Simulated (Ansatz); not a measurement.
Process, species as SMILES: CCl (CH3-Cl) → [CH3] (CH3) + Cl atom
B3LYP-D3(BJ)/def2-TZVP geometries, fixed; electronic energies without zero-point terms.

Energies in hartree at B3LYP with Ansatz (a program for electronic structure); the bond dissociation energy is their sum with the coefficients shown, times 627.509 kcal/mol a hartree. All functions are spherical. The program fits the integrals of some runs and decomposes those of others, by size. Open shells are unrestricted. No added dispersion term, no relativity.

| species | coefficient | part | cc-pV(D+d)Z | cc-pV(T+d)Z | cc-pV(Q+d)Z |
|---|---|---|---|---|---|
| CCl (CH3-Cl) | -1 | B3LYP | -500.12992 | -500.16542 | -500.17274 |
| [CH3] (CH3) | +1 | B3LYP | -39.83878 | -39.85867 | -39.86198 |
| Cl atom | +1 | B3LYP | -460.15858 | -460.17471 | -460.17855 |

Question: Predict the bond dissociation energy in cc-pV(5+d)Z (X = 5): let each B3LYP step shrink by the ratio of the last two. Compare with the run.

Answer: 
- CCl (CH3-Cl): steps -0.03550 and -0.00732, ratio 0.206, so B3LYP -500.17425 (run: -500.17692).
- [CH3] (CH3): steps -0.01989 and -0.00331, ratio 0.166, so B3LYP -39.86253 (run: -39.86321).
- Cl atom: steps -0.01613 and -0.00384, ratio 0.238, so B3LYP -460.17946 (run: -460.18157).
Predicted 82.99 kcal/mol; the run in cc-pV(5+d)Z gives 82.92, a miss of 0.08. Keeping the value in cc-pV(Q+d)Z, 82.96, would miss by 0.04. All sums are of the energies as printed.
